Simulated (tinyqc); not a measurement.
Worked calculation (part 1 of 2): UHF in the sto-3g basis, for CH2, spin multiplicity 3. Computed by tinyqc, a small Python program that keeps every step (integrals from PySCF). Settings: charge = 0, multiplicity = 3, basis = sto-3g, energy threshold = 1e-08, iteration cap = 69, orthogonalisation = symmetric, start = highest core orbitals, DIIS depth = 6, method = UHF. Command: `OMP_NUM_THREADS=1 python tinyqc.py 22904 22905 out.jsonl` (the two numbers bound the seeds that draw the settings). One thread of a shared host (Intel(R) Xeon(R) Processor @ 2.60GHz), about 0.2 s of CPU time with the checks. Later iterations appear only in the table of the cycle.

## One-electron integrals

Geometry (angstrom):
```
atom,x,y,z
C,0.0000,0.0000,0.0000
H,0.0000,1.3680,0.6900
H,0.0000,-1.3800,0.6960
```

Basis sto-3g: exponents (1/bohr^2) and contraction coefficients of normalised primitives:
```
element,l (shell),exponent,coefficient
C,s (1),71.6168,0.1543
C,s (1),13.0451,0.5353
C,s (1),3.5305,0.4446
C,s (2),2.9412,-0.1000
C,s (2),0.6835,0.3995
C,s (2),0.2223,0.7001
C,p (3),2.9412,0.1559
C,p (3),0.6835,0.6077
C,p (3),0.2223,0.3920
H,s (1),3.4253,0.1543
H,s (1),0.6239,0.5353
H,s (1),0.1689,0.4446
```

Overlap, kinetic and nuclear-attraction integrals over the contracted functions; the nuclear repulsion is the sum of Za Zb / Rab.

nuclear repulsion = 4.319129 hartree

overlap S:
```
,1C 1s,1C 2s,1C 2px,1C 2py,1C 2pz,2H 1s,3H 1s
1C 1s,1.0000,0.2484,0.0000,0.0000,0.0000,0.0228,0.0222
1C 2s,0.2484,1.0000,0.0000,0.0000,0.0000,0.2726,0.2673
1C 2px,0.0000,0.0000,1.0000,0.0000,0.0000,0.0000,0.0000
1C 2py,0.0000,0.0000,0.0000,1.0000,0.0000,0.2687,-0.2644
1C 2pz,0.0000,0.0000,0.0000,0.0000,1.0000,0.1355,0.1333
2H 1s,0.0228,0.2726,0.0000,0.2687,0.1355,1.0000,0.0306
3H 1s,0.0222,0.2673,0.0000,-0.2644,0.1333,0.0306,1.0000
```

kinetic energy T (hartree):
```
,1C 1s,1C 2s,1C 2px,1C 2py,1C 2pz,2H 1s,3H 1s
1C 1s,15.8911,-0.0859,0.0000,0.0000,0.0000,-0.0067,-0.0065
1C 2s,-0.0859,0.4722,0.0000,0.0000,0.0000,0.0137,0.0122
1C 2px,0.0000,0.0000,1.4777,0.0000,0.0000,0.0000,0.0000
1C 2py,0.0000,0.0000,0.0000,1.4777,0.0000,0.0648,-0.0619
1C 2pz,0.0000,0.0000,0.0000,0.0000,1.4777,0.0327,0.0312
2H 1s,-0.0067,0.0137,0.0000,0.0648,0.0327,0.7600,-0.0088
3H 1s,-0.0065,0.0122,0.0000,-0.0619,0.0312,-0.0088,0.7600
```

nuclear attraction V (hartree):
```
,1C 1s,1C 2s,1C 2px,1C 2py,1C 2pz,2H 1s,3H 1s
1C 1s,-34.3405,-4.3630,0.0000,-0.0001,-0.0077,-0.4067,-0.3949
1C 2s,-4.3630,-5.8754,0.0000,-0.0014,-0.0875,-1.2089,-1.1807
1C 2px,0.0000,0.0000,-5.7948,0.0000,0.0000,0.0000,0.0000
1C 2py,-0.0001,-0.0014,0.0000,-5.8871,-0.0005,-1.0804,1.0582
1C 2pz,-0.0077,-0.0875,0.0000,-0.0005,-5.8183,-0.5554,-0.5440
2H 1s,-0.4067,-1.2089,0.0000,-1.0804,-0.5554,-3.4842,-0.1234
3H 1s,-0.3949,-1.1807,0.0000,1.0582,-0.5440,-0.1234,-3.4666
```

core Hamiltonian H = T + V (hartree):
```
,1C 1s,1C 2s,1C 2px,1C 2py,1C 2pz,2H 1s,3H 1s
1C 1s,-18.4494,-4.4489,0.0000,-0.0001,-0.0077,-0.4134,-0.4014
1C 2s,-4.4489,-5.4032,0.0000,-0.0014,-0.0875,-1.1952,-1.1685
1C 2px,0.0000,0.0000,-4.3171,0.0000,0.0000,0.0000,0.0000
1C 2py,-0.0001,-0.0014,0.0000,-4.4094,-0.0005,-1.0156,0.9963
1C 2pz,-0.0077,-0.0875,0.0000,-0.0005,-4.3406,-0.5227,-0.5128
2H 1s,-0.4134,-1.1952,0.0000,-1.0156,-0.5227,-2.7241,-0.1323
3H 1s,-0.4014,-1.1685,0.0000,0.9963,-0.5128,-0.1323,-2.7066
```

## Two-electron integrals

Functions are numbered as in S; the eight-fold symmetry (ij|kl) = (ji|kl) = (kl|ij) leaves the list below.

Two-electron integrals (ij|kl) in chemists' order, unique and non-zero (hartree):
```
i,j,k,l,(ij|kl)
1,1,1,1,3.5419
2,1,1,1,0.5769
2,1,2,1,0.1119
2,2,1,1,0.8547
2,2,2,1,0.2053
2,2,2,2,0.6247
3,1,3,1,0.0203
3,2,3,1,0.0309
3,2,3,2,0.1380
3,3,1,1,0.8524
3,3,2,1,0.2053
3,3,2,2,0.6246
3,3,3,3,0.6728
4,1,4,1,0.0203
4,2,4,1,0.0309
4,2,4,2,0.1380
4,3,4,3,0.0363
4,4,1,1,0.8524
4,4,2,1,0.2053
4,4,2,2,0.6246
4,4,3,3,0.6003
4,4,4,4,0.6728
5,1,5,1,0.0203
5,2,5,1,0.0309
5,2,5,2,0.1380
5,3,5,3,0.0363
5,4,5,4,0.0363
5,5,1,1,0.8524
5,5,2,1,0.2053
5,5,2,2,0.6246
5,5,3,3,0.6003
5,5,4,4,0.6003
5,5,5,5,0.6728
6,1,1,1,0.0532
6,1,2,1,0.0103
6,1,2,2,0.0188
6,1,3,3,0.0188
6,1,4,1,0.0005
6,1,4,2,0.0010
6,1,4,4,0.0189
6,1,5,1,2.63e-04
6,1,5,2,4.99e-04
6,1,5,4,6.77e-05
6,1,5,5,0.0188
6,1,6,1,0.0010
6,2,1,1,0.1590
6,2,2,1,0.0389
6,2,2,2,0.1346
6,2,3,3,0.1312
6,2,4,1,0.0032
6,2,4,2,0.0247
6,2,4,4,0.1393
6,2,5,1,0.0016
6,2,5,2,0.0125
6,2,5,4,0.0041
6,2,5,5,0.1332
6,2,6,1,0.0037
6,2,6,2,0.0425
6,3,3,1,0.0035
6,3,3,2,0.0197
6,3,4,3,0.0045
6,3,5,3,0.0023
6,3,6,3,0.0045
6,4,1,1,0.1341
6,4,2,1,0.0331
6,4,2,2,0.1217
6,4,3,3,0.1159
6,4,4,1,0.0058
6,4,4,2,0.0397
6,4,4,4,0.1315
6,4,5,1,0.0012
6,4,5,2,0.0100
6,4,5,4,0.0056
6,4,5,5,0.1175
6,4,6,1,0.0033
6,4,6,2,0.0454
6,4,6,4,0.0521
6,5,1,1,0.0676
6,5,2,1,0.0167
6,5,2,2,0.0614
6,5,3,3,0.0584
6,5,4,1,0.0012
6,5,4,2,0.0100
6,5,4,4,0.0617
6,5,5,1,0.0041
6,5,5,2,0.0248
6,5,5,4,0.0062
6,5,5,5,0.0638
6,5,6,1,0.0017
6,5,6,2,0.0229
6,5,6,4,0.0240
6,5,6,5,0.0166
6,6,1,1,0.3441
6,6,2,1,0.0854
6,6,2,2,0.3379
6,6,3,3,0.3224
6,6,4,1,0.0074
6,6,4,2,0.0791
6,6,4,4,0.3590
6,6,5,1,0.0037
6,6,5,2,0.0399
6,6,5,4,0.0185
6,6,5,5,0.3318
6,6,6,1,0.0082
6,6,6,2,0.1477
6,6,6,4,0.1731
6,6,6,5,0.0873
6,6,6,6,0.7746
7,1,1,1,0.0517
7,1,2,1,0.0100
7,1,2,2,0.0183
7,1,3,3,0.0182
7,1,4,1,-0.0005
7,1,4,2,-0.0010
7,1,4,4,0.0184
7,1,5,1,2.56e-04
7,1,5,2,4.84e-04
7,1,5,4,-6.52e-05
7,1,5,5,0.0183
7,1,6,1,0.0009
7,1,6,2,0.0034
7,1,6,4,0.0028
7,1,6,5,0.0015
7,1,6,6,0.0074
7,1,7,1,0.0009
7,2,1,1,0.1553
7,2,2,1,0.0380
7,2,2,2,0.1316
7,2,3,3,0.1282
7,2,4,1,-0.0032
7,2,4,2,-0.0242
7,2,4,4,0.1361
7,2,5,1,0.0016
7,2,5,2,0.0122
7,2,5,4,-0.0040
7,2,5,5,0.1302
7,2,6,1,0.0034
7,2,6,2,0.0263
7,2,6,4,0.0212
7,2,6,5,0.0138
7,2,6,6,0.0679
7,2,7,1,0.0035
7,2,7,2,0.0407
7,3,3,1,0.0034
7,3,3,2,0.0192
7,3,4,3,-0.0044
7,3,5,3,0.0022
7,3,6,3,0.0025
7,3,7,3,0.0043
7,4,1,1,-0.1314
7,4,2,1,-0.0325
7,4,2,2,-0.1193
7,4,3,3,-0.1136
7,4,4,1,0.0056
7,4,4,2,0.0387
7,4,4,4,-0.1289
7,4,5,1,-0.0011
7,4,5,2,-0.0098
7,4,5,4,0.0055
7,4,5,5,-0.1152
7,4,6,1,-0.0028
7,4,6,2,-0.0213
7,4,6,4,-0.0154
7,4,6,5,-0.0111
7,4,6,6,-0.0546
7,4,7,1,-0.0031
7,4,7,2,-0.0436
7,4,7,4,0.0502
7,5,1,1,0.0663
7,5,2,1,0.0164
7,5,2,2,0.0602
7,5,3,3,0.0573
7,5,4,1,-0.0011
7,5,4,2,-0.0098
7,5,4,4,0.0605
7,5,5,1,0.0040
7,5,5,2,0.0242
7,5,5,4,-0.0061
7,5,5,5,0.0626
7,5,6,1,0.0015
7,5,6,2,0.0139
7,5,6,4,0.0110
7,5,6,5,0.0096
7,5,6,6,0.0374
7,5,7,1,0.0016
7,5,7,2,0.0220
7,5,7,4,-0.0232
7,5,7,5,0.0160
7,6,1,1,0.0161
7,6,2,1,0.0040
7,6,2,2,0.0141
7,6,3,3,0.0138
7,6,4,1,-1.10e-06
7,6,4,2,-1.20e-05
7,6,4,4,0.0142
7,6,5,1,2.93e-04
7,6,5,2,0.0024
7,6,5,4,-2.33e-06
7,6,5,5,0.0144
7,6,6,1,3.69e-04
7,6,6,2,0.0038
7,6,6,4,0.0035
7,6,6,5,0.0023
7,6,6,6,0.0118
7,6,7,1,3.58e-04
7,6,7,2,0.0037
7,6,7,4,-0.0035
7,6,7,5,0.0022
7,6,7,6,4.42e-04
7,7,1,1,0.3412
7,7,2,1,0.0847
7,7,2,2,0.3353
7,7,3,3,0.3201
7,7,4,1,-0.0073
7,7,4,2,-0.0781
7,7,4,4,0.3561
7,7,5,1,0.0037
7,7,5,2,0.0394
7,7,5,4,-0.0182
7,7,5,5,0.3293
7,7,6,1,0.0076
7,7,6,2,0.0690
7,7,6,4,0.0553
7,7,6,5,0.0378
7,7,6,6,0.1925
7,7,7,1,0.0079
7,7,7,2,0.1442
7,7,7,4,-0.1694
7,7,7,5,0.0854
7,7,7,6,0.0118
7,7,7,7,0.7746
```

## Orthogonalisation

S = U s U^T; symmetric (Loewdin) form X = U s^(-1/2) U^T, so that X^T S X = 1.

eigenvalues of S: 0.5406  0.6076  0.8920  1.0000  1.0882  1.3618  1.5098

X:
```
,1C 1s,1C 2s,1C 2px,1C 2py,1C 2pz,2H 1s,3H 1s
1C 1s,1.0255,-0.1377,0.0000,-0.0001,-0.0041,0.0169,0.0166
1C 2s,-0.1377,1.0895,0.0000,0.0013,0.0316,-0.1549,-0.1511
1C 2px,0.0000,0.0000,1.0000,0.0000,0.0000,0.0000,0.0000
1C 2py,-0.0001,0.0013,0.0000,1.0613,0.0006,-0.1521,0.1490
1C 2pz,-0.0041,0.0316,0.0000,0.0006,1.0153,-0.0751,-0.0735
2H 1s,0.0169,-0.1549,0.0000,-0.1521,-0.0751,1.0712,-0.0088
3H 1s,0.0166,-0.1511,0.0000,0.1490,-0.0735,-0.0088,1.0684
```

## Starting guess

The start is the highest orbitals of the core Hamiltonian (a deliberately bad start); D(s) = C_occ C_occ^T for each spin.

D(alpha) at the start:
```
,1C 1s,1C 2s,1C 2px,1C 2py,1C 2pz,2H 1s,3H 1s
1C 1s,0.0072,-0.0357,0.0000,0.0017,0.0646,0.0306,0.0302
1C 2s,-0.0357,0.1927,0.0000,-0.0059,-0.2490,-0.2360,-0.2305
1C 2px,0.0000,0.0000,1.0000,0.0000,0.0000,0.0000,0.0000
1C 2py,0.0017,-0.0059,0.0000,1.1716,-0.0014,-0.3249,0.3194
1C 2pz,0.0646,-0.2490,0.0000,-0.0014,0.9346,-0.1284,-0.1258
2H 1s,0.0306,-0.2360,0.0000,-0.3249,-0.1284,1.1908,-0.0218
3H 1s,0.0302,-0.2305,0.0000,0.3194,-0.1258,-0.0218,1.1831
```

D(beta) at the start:
```
,1C 1s,1C 2s,1C 2px,1C 2py,1C 2pz,2H 1s,3H 1s
1C 1s,0.0072,-0.0357,0.0000,-0.0003,0.0646,0.0308,0.0300
1C 2s,-0.0357,0.1926,0.0000,0.0024,-0.2491,-0.2368,-0.2297
1C 2px,0.0000,0.0000,0.0000,0.0000,0.0000,0.0000,0.0000
1C 2py,-0.0003,0.0024,0.0000,0.0732,0.0000,-0.2110,0.2055
1C 2pz,0.0646,-0.2491,0.0000,0.0000,0.9346,-0.1286,-0.1257
2H 1s,0.0308,-0.2368,0.0000,-0.2110,-0.1286,1.1790,-0.0100
3H 1s,0.0300,-0.2297,0.0000,0.2055,-0.1257,-0.0100,1.1713
```

## Iteration 1: building the Fock matrix

J_ij = sum D_kl (ij|kl) with D = D(alpha) + D(beta), K_ij = sum D_kl (ik|jl) for each spin; F = H + J - K(s); E = tr D H + tr D J / 2 - 0.5 sum_s tr D(s) K(s) + E_nn.

Coulomb J (hartree):
```
,1C 1s,1C 2s,1C 2px,1C 2py,1C 2pz,2H 1s,3H 1s
1C 1s,4.7920,1.1619,0.0000,-0.0002,-0.0175,0.1064,0.1033
1C 2s,1.1619,3.8212,0.0000,-0.0005,-0.0114,0.9487,0.9287
1C 2px,0.0000,0.0000,3.7428,0.0000,0.0000,0.0000,0.0000
1C 2py,-0.0002,-0.0005,0.0000,3.8811,0.0003,0.9216,-0.9052
1C 2pz,-0.0175,-0.0114,0.0000,0.0003,3.8368,0.4642,0.4558
2H 1s,0.1064,0.9487,0.0000,0.9216,0.4642,3.2547,0.1002
3H 1s,0.1033,0.9287,0.0000,-0.9052,0.4558,0.1002,3.2469
```

exchange K(alpha) (hartree):
```
,1C 1s,1C 2s,1C 2px,1C 2py,1C 2pz,2H 1s,3H 1s
1C 1s,0.0671,0.0938,0.0000,-0.0003,-0.0091,0.0106,0.0104
1C 2s,0.0938,0.4755,0.0000,-0.0054,-0.2037,0.1340,0.1329
1C 2px,0.0000,0.0000,0.7594,0.0000,0.0000,0.0000,0.0000
1C 2py,-0.0003,-0.0054,0.0000,0.7987,-0.0013,0.2052,-0.2038
1C 2pz,-0.0091,-0.2037,0.0000,-0.0013,0.7080,0.0620,0.0616
2H 1s,0.0106,0.1340,0.0000,0.2052,0.0620,0.7956,0.0051
3H 1s,0.0104,0.1329,0.0000,-0.2038,0.0616,0.0051,0.7962
```

exchange K(beta) (hartree):
```
,1C 1s,1C 2s,1C 2px,1C 2py,1C 2pz,2H 1s,3H 1s
1C 1s,0.0248,0.0300,0.0000,0.0000,-0.0088,0.0017,0.0016
1C 2s,0.0300,0.1967,0.0000,0.0006,-0.2007,0.0824,0.0808
1C 2px,0.0000,0.0000,0.0487,0.0000,0.0000,0.0000,0.0000
1C 2py,0.0000,0.0006,0.0000,0.0811,-0.0004,0.1020,-0.1004
1C 2pz,-0.0088,-0.2007,0.0000,-0.0004,0.6345,0.0568,0.0561
2H 1s,0.0017,0.0824,0.0000,0.1020,0.0568,0.7641,0.0099
3H 1s,0.0016,0.0808,0.0000,-0.1004,0.0561,0.0099,0.7652
```

F(alpha) (hartree):
```
,1C 1s,1C 2s,1C 2px,1C 2py,1C 2pz,2H 1s,3H 1s
1C 1s,-13.7245,-3.3808,0.0000,-0.0001,-0.0160,-0.3177,-0.3085
1C 2s,-3.3808,-2.0575,0.0000,0.0036,0.1048,-0.3805,-0.3728
1C 2px,0.0000,0.0000,-1.3336,0.0000,0.0000,0.0000,0.0000
1C 2py,-0.0001,0.0036,0.0000,-1.3270,0.0011,-0.2992,0.2949
1C 2pz,-0.0160,0.1048,0.0000,0.0011,-1.2118,-0.1205,-0.1186
2H 1s,-0.3177,-0.3805,0.0000,-0.2992,-0.1205,-0.2650,-0.0372
3H 1s,-0.3085,-0.3728,0.0000,0.2949,-0.1186,-0.0372,-0.2559
```

F(beta) (hartree):
```
,1C 1s,1C 2s,1C 2px,1C 2py,1C 2pz,2H 1s,3H 1s
1C 1s,-13.6822,-3.3170,0.0000,-0.0004,-0.0163,-0.3087,-0.2998
1C 2s,-3.3170,-1.7786,0.0000,-0.0024,0.1019,-0.3289,-0.3206
1C 2px,0.0000,0.0000,-0.6229,0.0000,0.0000,0.0000,0.0000
1C 2py,-0.0004,-0.0024,0.0000,-0.6094,0.0001,-0.1961,0.1915
1C 2pz,-0.0163,0.1019,0.0000,0.0001,-1.1383,-0.1153,-0.1130
2H 1s,-0.3087,-0.3289,0.0000,-0.1961,-0.1153,-0.2335,-0.0419
3H 1s,-0.2998,-0.3206,0.0000,0.1915,-0.1130,-0.0419,-0.2249
```

total energy of this density = -12.282650 hartree

## Iteration 1: diagonalisation and new density

Diagonalise F' = X^T F X, C = X C', fill 5 alpha and 3 beta electrons from the bottom; D(s) = C_occ C_occ^T. Each column has its largest component positive (the first on a tie).

F' = X^T F X (alpha) (hartree):
```
,1,2,3,4,5,6,7
1,-13.5345,-1.5252,0.0000,-0.0007,-0.0353,-0.0276,-0.0258
2,-1.5252,-1.4690,0.0000,0.0043,0.1195,-0.1301,-0.1272
3,0.0000,0.0000,-1.3336,0.0000,0.0000,0.0000,0.0000
4,-0.0007,0.0043,0.0000,-1.3150,0.0013,-0.1061,0.1044
5,-0.0353,0.1195,0.0000,0.0013,-1.2077,-0.0445,-0.0437
6,-0.0276,-0.1301,0.0000,-0.1061,-0.0445,-0.1425,-0.0130
7,-0.0258,-0.1272,0.0000,0.1044,-0.0437,-0.0130,-0.1374
```

orbital energies (alpha) (hartree): MO1 -13.7247, MO2 -1.3809, MO3 -1.3336, MO4 -1.3333, MO5 -1.1387, MO6 -0.1202, MO7 -0.1083

coefficients C (alpha):
```
,MO1,MO2,MO3,MO4,MO5,MO6,MO7
1C 1s,1.0007,-0.2127,0.0000,-0.0092,-0.1440,0.0601,0.0091
1C 2s,-0.0029,0.8704,0.0000,0.0380,0.5866,-0.3838,-0.0577
1C 2px,0.0000,0.0000,1.0000,0.0000,0.0000,0.0000,0.0000
1C 2py,0.0000,-0.0550,0.0000,1.0256,0.0159,-0.0595,0.3361
1C 2pz,0.0011,-0.5450,0.0000,-0.0422,0.8427,-0.1817,-0.0276
2H 1s,0.0009,-0.0152,0.0000,-0.0563,-0.0338,0.8857,-0.6416
3H 1s,0.0009,-0.0213,0.0000,0.0555,-0.0325,0.6315,0.8882
```

F' = X^T F X (beta) (hartree):
```
,1,2,3,4,5,6,7
1,-13.5026,-1.4994,0.0000,-0.0002,-0.0348,-0.0289,-0.0271
2,-1.4994,-1.1892,0.0000,-0.0018,0.1178,-0.1168,-0.1143
3,0.0000,0.0000,-0.6229,0.0000,0.0000,0.0000,0.0000
4,-0.0002,-0.0018,0.0000,-0.5711,0.0004,-0.1038,0.1018
5,-0.0348,0.1178,0.0000,0.0004,-1.1337,-0.0443,-0.0433
6,-0.0289,-0.1168,0.0000,-0.1038,-0.0443,-0.1347,-0.0126
7,-0.0271,-0.1143,0.0000,0.1018,-0.0433,-0.0126,-0.1297
```

orbital energies (beta) (hartree): MO1 -13.6828, MO2 -1.2085, MO3 -0.9688, MO4 -0.6229, MO5 -0.6139, MO6 -0.1101, MO7 -0.0768

coefficients C (beta):
```
,MO1,MO2,MO3,MO4,MO5,MO6,MO7
1C 1s,1.0018,0.1335,-0.2125,0.0000,0.0016,0.0666,0.0028
1C 2s,-0.0077,-0.5562,0.8787,0.0000,-0.0072,-0.4147,-0.0164
1C 2px,0.0000,0.0000,0.0000,1.0000,0.0000,0.0000,0.0000
1C 2py,0.0000,-0.0024,0.0055,0.0000,0.9581,-0.0308,0.5029
1C 2pz,0.0010,0.8422,0.5450,0.0000,-0.0015,-0.1907,-0.0073
2H 1s,0.0015,-0.0027,-0.0181,0.0000,0.0723,0.8085,-0.7358
3H 1s,0.0015,-0.0031,-0.0183,0.0000,-0.0694,0.7282,0.8105
```

D(alpha) after iteration 1:
```
,1C 1s,1C 2s,1C 2px,1C 2py,1C 2pz,2H 1s,3H 1s
1C 1s,1.0674,-0.2728,0.0000,-0.0001,-0.0040,0.0095,0.0096
1C 2s,-0.2728,1.1031,0.0000,0.0004,0.0184,-0.0353,-0.0355
1C 2px,0.0000,0.0000,1.0000,0.0000,0.0000,0.0000,0.0000
1C 2py,-0.0001,0.0004,0.0000,1.0552,0.0001,-0.0575,0.0575
1C 2pz,-0.0040,0.0184,0.0000,0.0001,1.0090,-0.0178,-0.0181
2H 1s,0.0095,-0.0353,0.0000,-0.0575,-0.0178,0.0046,-0.0017
3H 1s,0.0096,-0.0355,0.0000,0.0575,-0.0181,-0.0017,0.0046
```

D(beta) after iteration 1:
```
,1C 1s,1C 2s,1C 2px,1C 2py,1C 2pz,2H 1s,3H 1s
1C 1s,1.0666,-0.2687,0.0000,-0.0015,-0.0024,0.0050,0.0050
1C 2s,-0.2687,1.0815,0.0000,0.0062,0.0105,-0.0144,-0.0144
1C 2px,0.0000,0.0000,0.0000,0.0000,0.0000,0.0000,0.0000
1C 2py,-0.0015,0.0062,0.0000,0.0000,0.0010,-0.0001,-0.0001
1C 2pz,-0.0024,0.0105,0.0000,0.0010,1.0064,-0.0122,-0.0126
2H 1s,0.0050,-0.0144,0.0000,-0.0001,-0.0122,0.0003,0.0003
3H 1s,0.0050,-0.0144,0.0000,-0.0001,-0.0126,0.0003,0.0003
```

## Iteration 2: building the Fock matrix

As before.

Coulomb J (hartree):
```
,1C 1s,1C 2s,1C 2px,1C 2py,1C 2pz,2H 1s,3H 1s
1C 1s,12.2073,2.3785,0.0000,0.0003,0.0005,0.2188,0.2125
1C 2s,2.3785,5.4515,0.0000,0.0016,0.0003,1.1234,1.0972
1C 2px,0.0000,0.0000,5.4223,0.0000,0.0000,0.0000,0.0000
1C 2py,0.0003,0.0016,0.0000,5.4211,0.0001,0.9933,-0.9728
1C 2pz,0.0005,0.0003,0.0000,0.0001,5.4946,0.5055,0.4952
2H 1s,0.2188,1.1234,0.0000,0.9933,0.5055,2.7032,0.1173
3H 1s,0.2125,1.0972,0.0000,-0.9728,0.4952,0.1173,2.6801
```

exchange K(alpha) (hartree):
```
,1C 1s,1C 2s,1C 2px,1C 2py,1C 2pz,2H 1s,3H 1s
1C 1s,3.6519,0.6718,0.0000,0.0000,0.0000,0.0668,0.0649
1C 2s,0.6718,1.0958,0.0000,0.0000,0.0012,0.2109,0.2057
1C 2px,0.0000,0.0000,0.9010,0.0000,0.0000,0.0000,0.0000
1C 2py,0.0000,0.0000,0.0000,0.9048,0.0000,0.1495,-0.1461
1C 2pz,0.0000,0.0012,0.0000,0.0000,0.9014,0.0780,0.0763
2H 1s,0.0668,0.2109,0.0000,0.1495,0.0780,0.0933,0.0239
3H 1s,0.0649,0.2057,0.0000,-0.1461,0.0763,0.0239,0.0891
```

exchange K(beta) (hartree):
```
,1C 1s,1C 2s,1C 2px,1C 2py,1C 2pz,2H 1s,3H 1s
1C 1s,3.6098,0.6087,0.0000,0.0002,0.0000,0.0578,0.0561
1C 2s,0.6087,0.8160,0.0000,0.0043,0.0017,0.1611,0.1556
1C 2px,0.0000,0.0000,0.1896,0.0000,0.0000,0.0000,0.0000
1C 2py,0.0002,0.0043,0.0000,0.1884,0.0006,0.0319,-0.0290
1C 2pz,0.0000,0.0017,0.0000,0.0006,0.8270,0.0736,0.0716
2H 1s,0.0578,0.1611,0.0000,0.0319,0.0736,0.0565,0.0347
3H 1s,0.0561,0.1556,0.0000,-0.0290,0.0716,0.0347,0.0530
```

F(alpha) (hartree):
```
,1C 1s,1C 2s,1C 2px,1C 2py,1C 2pz,2H 1s,3H 1s
1C 1s,-9.8940,-2.7422,0.0000,0.0002,-0.0072,-0.2614,-0.2539
1C 2s,-2.7422,-1.0475,0.0000,0.0002,-0.0884,-0.2827,-0.2770
1C 2px,0.0000,0.0000,0.2042,0.0000,0.0000,0.0000,0.0000
1C 2py,0.0002,0.0002,0.0000,0.1069,-0.0005,-0.1718,0.1696
1C 2pz,-0.0072,-0.0884,0.0000,-0.0005,0.2527,-0.0952,-0.0938
2H 1s,-0.2614,-0.2827,0.0000,-0.1718,-0.0952,-0.1142,-0.0389
3H 1s,-0.2539,-0.2770,0.0000,0.1696,-0.0938,-0.0389,-0.1156
```

F(beta) (hartree):
```
,1C 1s,1C 2s,1C 2px,1C 2py,1C 2pz,2H 1s,3H 1s
1C 1s,-9.8518,-2.6791,0.0000,0.0000,-0.0072,-0.2524,-0.2451
1C 2s,-2.6791,-0.7677,0.0000,-0.0041,-0.0889,-0.2329,-0.2269
1C 2px,0.0000,0.0000,0.9156,0.0000,0.0000,0.0000,0.0000
1C 2py,0.0000,-0.0041,0.0000,0.8233,-0.0011,-0.0541,0.0525
1C 2pz,-0.0072,-0.0889,0.0000,-0.0011,0.3271,-0.0908,-0.0891
2H 1s,-0.2524,-0.2329,0.0000,-0.0541,-0.0908,-0.0775,-0.0497
3H 1s,-0.2451,-0.2269,0.0000,0.0525,-0.0891,-0.0497,-0.0796
```

total energy of this density = -37.048774 hartree

## Iteration 2: DIIS over 2 matrices

error matrix X^T (FDS - SDF) X (alpha):
```
,1,2,3,4,5,6,7
1,0.0000,0.0118,0.0000,0.0002,0.0045,-0.0661,-0.0648
2,-0.0118,0.0000,0.0000,0.0006,0.0109,0.1368,0.1341
3,0.0000,0.0000,0.0000,0.0000,0.0000,0.0000,0.0000
4,-0.0002,-0.0006,0.0000,0.0000,-0.0001,0.2207,-0.2167
5,-0.0045,-0.0109,0.0000,0.0001,0.0000,0.1135,0.1115
6,0.0661,-0.1368,0.0000,-0.2207,-0.1135,0.0000,0.0000
7,0.0648,-0.1341,0.0000,0.2167,-0.1115,0.0000,0.0000
```

B (overlaps of the stored error matrices):
```
,1,2
1,9.6454996e-02,-8.9970682e-02
2,-8.9970682e-02,4.9992725e-01
```

Minimise |sum c_i e_i|^2 with sum c_i = 1: solve [B -1; -1 0][c; lambda] = [0; -1] with B_ij = tr e_i^T e_j summed over both spins, and take F = sum c_i F_i.

DIIS coefficients: 0.7599  0.2401

extrapolated F(alpha) (hartree):
```
,1C 1s,1C 2s,1C 2px,1C 2py,1C 2pz,2H 1s,3H 1s
1C 1s,-12.8047,-3.2275,0.0000,0.0000,-0.0139,-0.3042,-0.2954
1C 2s,-3.2275,-1.8149,0.0000,0.0028,0.0584,-0.3570,-0.3498
1C 2px,0.0000,0.0000,-0.9643,0.0000,0.0000,0.0000,0.0000
1C 2py,0.0000,0.0028,0.0000,-0.9827,0.0007,-0.2686,0.2648
1C 2pz,-0.0139,0.0584,0.0000,0.0007,-0.8601,-0.1144,-0.1126
2H 1s,-0.3042,-0.3570,0.0000,-0.2686,-0.1144,-0.2288,-0.0376
3H 1s,-0.2954,-0.3498,0.0000,0.2648,-0.1126,-0.0376,-0.2222
```

extrapolated F(beta) (hartree):
```
,1C 1s,1C 2s,1C 2px,1C 2py,1C 2pz,2H 1s,3H 1s
1C 1s,-12.7624,-3.1638,0.0000,-0.0003,-0.0141,-0.2952,-0.2866
1C 2s,-3.1638,-1.5359,0.0000,-0.0029,0.0561,-0.3059,-0.2981
1C 2px,0.0000,0.0000,-0.2535,0.0000,0.0000,0.0000,0.0000
1C 2py,-0.0003,-0.0029,0.0000,-0.2654,-0.0002,-0.1620,0.1581
1C 2pz,-0.0141,0.0561,0.0000,-0.0002,-0.7864,-0.1094,-0.1073
2H 1s,-0.2952,-0.3059,0.0000,-0.1620,-0.1094,-0.1961,-0.0438
3H 1s,-0.2866,-0.2981,0.0000,0.1581,-0.1073,-0.0438,-0.1900
```
